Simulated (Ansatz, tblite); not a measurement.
Dissociation curve of BeH, doublet.

Computed with: ROCCSD(T) = CCSD(T) on ROHF/aug-cc-pVQZ, frozen core run with Ansatz (a program for electronic structure); GFN2-xTB, 300 K electronic temperature (tblite); UCCSD(T) = CCSD(T) on UHF/aug-cc-pVQZ, frozen core run with Ansatz.

Total energies in hartree (comparable only within one method and basis):

```
R / Å  ROCCSD(T)  GFN2-xTB   UCCSD(T)
-----  ---------  --------  ---------
1.09   -15.17297  -1.08196  -15.17299
1.15   -15.18485  -1.09106  -15.18487
1.23   -15.19415  -1.09725  -15.19417
1.28   -15.19706  -1.09873  -15.19708
1.32   -15.19812  -1.09896  -15.19814
1.36   -15.19826  -1.09851  -15.19828
1.38   -15.19803  -1.09808  -15.19805
1.41   -15.19735  -1.09721  -15.19737
1.49   -15.19397  -1.09383  -15.19400
1.57   -15.18889  -1.08937  -15.18893
1.65   -15.18272  -1.08439  -15.18277
1.85   -15.16528  -1.07039  -15.16540
2.05   -15.14846  -1.05497  -15.14872
2.26   -15.13494  -1.03881  -15.13499
2.43   -15.12755  -1.02619  -15.12764
2.70   -15.12179  -1.00796  -15.12184
3.02   -15.11976  -0.99123  -15.11976
3.27   -15.11933  -0.98280  -15.11933
3.69   -15.11914  -0.97551  -15.11913
4.15   -15.11906  -0.97219  -15.11905
4.70   -15.11899  -0.97073  -15.11899
5.42   -15.11895  -0.97013  -15.11894
```

The T1 diagnostic of CCSD on the restricted reference of ROCCSD(T) exceeds 0.045 at 1.85 to 2.70 Å. The unrestricted determinant behind UCCSD(T) is spin-contaminated at 2.05 to 5.42 Å (<S²> up to 1.0, against 0.75 for a pure doublet).
